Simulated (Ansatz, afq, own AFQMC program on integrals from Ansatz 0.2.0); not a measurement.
Integrals from Ansatz 0.2.0, then the random walk in our own AFQMC program (afq).

```yaml
crystal:
  periodic: [false, false, false]
  atoms:
    - {symbol: Ge, position_ang: [0.000000, 0.000000, 1.430501]}
    - {symbol: N, position_ang: [0.000000, 0.000000, -0.213910]}
    - {symbol: H, position_ang: [0.000000, 0.000000, -1.216591]}
basis:
  gaussian: {orbitals: cc-pVDZ}
magnetization: {spin_polarized: false}
correlation: {method: ccsd_t, electrons: outside_noble_gas, hamiltonian_folder: ham}
```

```sh
$ ansatz run in.yaml --threads 1 --pin off --events-out ev --progress --plain --max-ram 1843MiB
```

afq runs on the folder ham with

```
--method phaseless --trial cisd --walkers 10 --populations 1 --least-time 40 --time-step 0.02 --steps-per-block 10 --equilibration-blocks 15 --max-blocks 300 --target-error 0.00076 --factor-cut 1e-06 --seed 8537 --taylor-order 4
```

Times are imaginary, in 1/Eh. The walk had a cap of 205 s. Filled inner d shells are frozen with the cores.

Log:

```
orbitals 31  electrons 5 5  factors 273 of 509
reference energy -2130.33522597 Eh
CCSD correlation -0.26800857 Eh in 11 cycles, weight of the determinant in the CISD state 0.8627
energy of the start -2130.603234 Eh
 block  time / (1/Eh)  mean weight  energy / Eh
     1     0.200  0.9864  -2130.602021
     2     0.400  0.9899  -2130.604033
     3     0.600  0.9936  -2130.602171
     4     0.800  1.0044  -2130.606633
     5     1.000  0.9965  -2130.600400
     8     1.600  1.0082  -2130.599148
    15     3.000  0.9928  -2130.611306
    36     7.200  1.0135  -2130.628190
    57    11.400  0.9795  -2130.610047
    78    15.600  0.9877  -2130.608906
    99    19.800  0.9993  -2130.636885
   120    24.000  0.9900  -2130.597812
   141    28.200  0.9963  -2130.597164
   162    32.400  0.9984  -2130.616777
   183    36.600  0.9999  -2130.758918
   204    40.800  1.0218  -2130.614251
   225    45.000  0.9981  -2130.620963
   246    49.200  0.9847  -2130.616278
   267    53.400  1.0032  -2130.613181
   288    57.600  0.9914  -2130.603800
   309    61.800  0.9713  -2130.622034
blocks merged  error / Eh  count
     1  0.002226  300
     2  0.002845  150
     4  0.003310  75
     8  0.003867  37
    16  0.005147  18
    32  0.005131  9
energy -2130.620700 +/- 0.005147 Eh
(rows thinned)
```

The run failed at least one of its tests; the cautions name the faults.

Against this walk (error 140.0 meV) on the same determinant: CCSD(T) 114.4 meV higher (within the noise). The error is statistical and leaves out the bias of the constraint. None of these is a sure reference here.

Cautions: constraint bias not in the error; error not settled; error above the target (140.0 against 20.7 meV); no relativity below Rb; no spin-orbit coupling; inner d shell frozen; higher spins were not checked; restricted determinant unstable towards unrestricted (UHF 5 meV lower, ⟨S²⟩ 0.10); raised T1 diagnostic (T1 0.029, weight of the determinant 0.86, largest double 0.10); so few walkers bias the energy; the time-step error isn't removed.

The walk took 9.7 s on 1 thread of Arm Neoverse V1, with other jobs on the host. The log's last line is the phaseless energy.

A walk keeps the symmetry of its determinant, which the program's search chose and which needn't be the lowest solution, so a lower state of the same spin and another symmetry isn't excluded.
